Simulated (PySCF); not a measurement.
Species: C3H8N2.
SMILES with atom numbers: `[NH2:1][NH:2][CH:3]1[CH2:4][CH2:5]1`

Structure used (GFN2-xTB), in Å, numbered top down from 1:
```xyz
13
C3H8N2 angstrom
N      2.148   -0.200   -0.331
N      0.991    0.582   -0.607
C     -0.076    0.428    0.336
C     -1.496    0.569   -0.105
C     -0.986   -0.777    0.323
H      2.662    0.257    0.418
H      1.902   -1.143   -0.015
H      0.678    0.338   -1.544
H      0.196    0.834    1.306
H     -1.683    0.728   -1.156
H     -2.183    1.093    0.541
H     -1.325   -1.187    1.262
H     -0.832   -1.521   -0.446
```

Probes without a nucleus sit at each ring's centroid and 1 Å off its mean plane on both sides; NICS is minus the shielding there, NICSzz its component along the normal. Level: GIAO PBE0/pcSseg-1 (PySCF, non-relativistic, gas phase) on the GFN2-xTB geometry, one conformer.

Ring bond lengths (Å), with Mayer bond orders in brackets: C3–C4 1.493 (0.96), C4–C5 1.502 (0.96), C5–C3 1.510 (0.93).

**Question.** Give the NICS values of each ring in ppm.

**Answer.** 
| ring | type | NICS(0) | NICS(1), two faces | NICS(1)zz, two faces | rms pucker (Å) | centre to ring atoms, mean (Å) |
| --- | --- | --- | --- | --- | --- | --- |
| C3–C4–C5 | 3-membered carbocycle; formal bonds all single | -40.5 | -9.1 / -8.1 | -23.4 / -18.8 | 0.00 | 0.87 |

**Question.** What do they say, and how far can they be read as aromaticity?

**Answer.** 
- C3–C4–C5: mean NICS(1)zz -21.1 ppm, shielded. C3, C4, C5 have four or more neighbours, so the value isn't read as a sign of a π ring current. The two faces differ by 4.6 ppm, so no symmetry operation interchanges them. NICS(0) lies 32 ppm below the mean NICS(1).

**Question.** What is the mean of the two in-plane components of NICS at the second NICS(1) probe listed for ring C3–C4–C5, 1 Å off the ring?

**Answer.** The isotropic value is a third of the trace: (3 × -8.1 − (-18.8))/2 = -2.7 ppm.
